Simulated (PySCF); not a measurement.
# C5H12S (3-Methyl-1-butanethiol): levels of theory compared

We compute a comparison of 4 runs (B2PLYP/6-31G*, CAM-B3LYP/6-31G*, M06-2X/6-31G*, SCS-MP2/6-31G*) of C5H12S (3-Methyl-1-butanethiol). Input form: a Python script.

The calculation is run with PySCF 2.14.0.

1 further run of the same task is left out (set aside as unsound or not needed).

### Step 1. Starting point

C5H12S: 18 atoms, total charge 0, spin state singlet. SMILES: `CC(C)CCS`. The shape is that of a GFN2-xTB optimisation. This is one conformer, not always the lowest.

Some bond lengths: C1–C2 1.527 Å, C2–C3 1.527 Å, C2–C4 1.533 Å, C4–C5 1.521 Å, C5–S6 1.828 Å, C1–H7 1.087 Å, C1–H8 1.088 Å, C1–H9 1.088 Å, C2–H10 1.095 Å, C3–H11 1.087 Å, C3–H12 1.087 Å, C3–H13 1.089 Å, C4–H14 1.094 Å, C4–H15 1.094 Å, C5–H16 1.091 Å, C5–H17 1.088 Å. Some angles: C1–C2–C3 110.0°, C1–C2–C4 109.7°, C3–C2–C4 111.7°, C2–C4–C5 114.2°, C4–C5–S6 113.1°, C1–C2–H10 108.6°, C3–C2–H10 108.6°, C4–C2–H10 108.3°, C2–C1–H7 110.4°, C2–C1–H8 110.4°.

### Step 2. The energy at B2PLYP/6-31G(d) (spherical functions) (run 1)

Input file calc.py:

```python
# 3-Methyl-1-butanethiol
from pyscf import gto, dft, mp

system = gto.M(
    atom='''
C        0.544780      -0.602300       1.839790
C       -0.209980      -0.108490       0.607360
C       -1.340400      -1.075920       0.265850
C        0.765400       0.059650      -0.563060
C        0.177350       0.778000      -1.768160
S       -0.373610       2.479960      -1.390750
H       -0.133090      -0.707430       2.683440
H        0.999270      -1.571330       1.642470
H        1.331110       0.095660       2.119170
H       -0.645620       0.870610       0.834260
H       -1.990170      -1.210610       1.127360
H       -1.947690      -0.700880      -0.553690
H       -0.938460      -2.047560      -0.015620
H        1.109090      -0.925290      -0.891400
H        1.640650       0.617000      -0.216760
H        0.906320       0.842530      -2.576730
H       -0.713790       0.276080      -2.140530
H        0.818850       2.930320      -1.002990
''',
    spin=0,
    verbose=3,
    max_memory=1860,
    charge=0,
    basis='6-31g*',
)

calc0 = dft.RKS(system)
calc0.xc = '0.53*HF + 0.47*B88, 0.73*LYP'
calc0.grids.level = 5
calc0.conv_tol = 1e-10
calc0.kernel()
if not calc0.converged:
    calc0 = calc0.newton().run(calc0.mo_coeff, calc0.mo_occ)

pt = mp.MP2(calc0, frozen=10).run()
e_final = calc0.e_tot + 0.27 * pt.e_corr
print('PT2 part  %.8f' % (0.27 * pt.e_corr))
print('E = %.10f Eh' % e_final)
```

On the command line:

```bash
$ OMP_NUM_THREADS=1 python calc.py
```

What it wrote:

```text
converged SCF energy = -595.254896201543
E(RMP2) = -596.201405226287  E_corr = -0.94650902474437
E(SCS-RMP2) = -596.195536943171  E_corr = -0.940640741628069
PT2 part  -0.25555744
E = -595.5104536382 Eh
```

It took 44 s on 1 thread of Intel Xeon at 2.70GHz, shared host; peak memory 0.63 GiB.

### Step 3. The energy at CAM-B3LYP/6-31G(d) (spherical functions) (run 2)

Input file input.py:

```python
# 3-Methyl-1-butanethiol
from pyscf import gto, dft

mol = gto.Mole()
mol.atom = '''
C    0.544780  -0.602300   1.839790
C   -0.209980  -0.108490   0.607360
C   -1.340400  -1.075920   0.265850
C    0.765400   0.059650  -0.563060
C    0.177350   0.778000  -1.768160
S   -0.373610   2.479960  -1.390750
H   -0.133090  -0.707430   2.683440
H    0.999270  -1.571330   1.642470
H    1.331110   0.095660   2.119170
H   -0.645620   0.870610   0.834260
H   -1.990170  -1.210610   1.127360
H   -1.947690  -0.700880  -0.553690
H   -0.938460  -2.047560  -0.015620
H    1.109090  -0.925290  -0.891400
H    1.640650   0.617000  -0.216760
H    0.906320   0.842530  -2.576730
H   -0.713790   0.276080  -2.140530
H    0.818850   2.930320  -1.002990
'''
mol.max_memory = 1860
mol.charge = 0
mol.spin = 0
mol.verbose = 4
mol.basis = '6-31g*'
mol.build()

calc0 = dft.RKS(mol)
calc0.xc = 'cam-b3lyp'
calc0.grids.level = 5
calc0.conv_tol = 1e-10
calc0.kernel()
if not calc0.converged:
    calc0 = calc0.newton().run(calc0.mo_coeff, calc0.mo_occ)

etot = calc0.e_tot
print(f'total energy: {etot:.8f} hartree')
```

On the command line:

```bash
$ OMP_NUM_THREADS=1 python input.py
```

What it wrote:

```text
PySCF version 2.14.0

[... 88 lines left out ...]
converged SCF energy = -595.807290466291
total energy: -595.80729047 hartree
```

It took 93 s on 1 thread of Intel Xeon at 2.70GHz, shared host; peak memory 0.63 GiB.

Run 3 isn't shown in full; the table further down has it.

### Step 4. The energy at SCS-MP2/6-31G(d) (spherical functions) (run 4)

Input file input.py:

```python
# 3-Methyl-1-butanethiol
from pyscf import gto, mp

mol = gto.M(
    atom='''
C    0.544780  -0.602300   1.839790
C   -0.209980  -0.108490   0.607360
C   -1.340400  -1.075920   0.265850
C    0.765400   0.059650  -0.563060
C    0.177350   0.778000  -1.768160
S   -0.373610   2.479960  -1.390750
H   -0.133090  -0.707430   2.683440
H    0.999270  -1.571330   1.642470
H    1.331110   0.095660   2.119170
H   -0.645620   0.870610   0.834260
H   -1.990170  -1.210610   1.127360
H   -1.947690  -0.700880  -0.553690
H   -0.938460  -2.047560  -0.015620
H    1.109090  -0.925290  -0.891400
H    1.640650   0.617000  -0.216760
H    0.906320   0.842530  -2.576730
H   -0.713790   0.276080  -2.140530
H    0.818850   2.930320  -1.002990
''',
    verbose=3,
    basis='6-31g*',
    max_memory=1860,
)

hf = mol.RHF()
hf.conv_tol = 1e-10
hf.kernel()
if not hf.converged:
    hf = hf.newton().run(hf.mo_coeff, hf.mo_occ)

pt = mp.MP2(hf, frozen=10).run()
e_final = hf.e_tot + 1.2 * pt.e_corr_os + pt.e_corr_ss / 3
print('E(%s) = %.9f' % ('SCS-MP2', e_final))
```

On the command line:

```bash
$ OMP_NUM_THREADS=1 python input.py
```

What it wrote:

```text
converged SCF energy = -593.833856301559
E(RMP2) = -594.608851796362  E_corr = -0.774995494803087
E(SCS-RMP2) = -594.604581850763  E_corr = -0.770725549204602
E(SCS-MP2) = -594.604581851
```

It took 7.5 s on 1 thread of Intel Xeon at 2.70GHz, shared host; peak memory 0.36 GiB.

### Step 5. Overview of the runs

| run | level | frozen core orbitals | integration grid | energy (Eh) | dipole moment (D) of the reference | HOMO energy (eV) | LUMO energy (eV) | wall time |
| --- | --- | --- | --- | --- | --- | --- | --- | --- |
| 1 | B2PLYP/6-31G* (spherical functions) | 10 | 5 | -595.510454 | 1.71 | -7.66 | 2.51 | 44 s |
| 2 | CAM-B3LYP/6-31G* (spherical functions) | – | 5 | -595.807290 | 1.70 | -7.92 | 2.30 | 93 s |
| 3 | M06-2X/6-31G* (spherical functions) | – | 5 | -595.795818 | 1.69 | -7.79 | 2.01 | 78 s |
| 4 | SCS-MP2/6-31G* (spherical functions) | 10 | – | -594.604582 | 1.75 | -9.54 | 4.83 | 7.5 s |

### Step 6. Results

| quantity | value |
| --- | --- |
| run 4: total energy | -594.60458 Eh |
| run 4: dipole moment (Hartree–Fock density) | 1.75 D |
| run 4: HOMO energy (Hartree–Fock orbitals) | -9.54 eV |
| run 4: LUMO energy (Hartree–Fock orbitals) | 4.83 eV |
| run 4: HOMO–LUMO gap (Hartree–Fock orbitals) | 14.37 eV |
| run 4: correlation energy (10 core orbitals frozen) | -770.7 mEh |

In words: Over runs 1, 2, 3 the dipole moment (its size) runs from 1.69 D (M06-2X/6-31G*) to 1.71 D (B2PLYP/6-31G*). A double hybrid's value is that of its SCF part. Over runs 1, 2, 3 the HOMO–LUMO gap runs from 9.80 eV (M06-2X/6-31G*) to 10.21 eV (CAM-B3LYP/6-31G*). Totals of different functionals can't be ranked against each other. All runs together took 3.7 min, the longest 93 s.
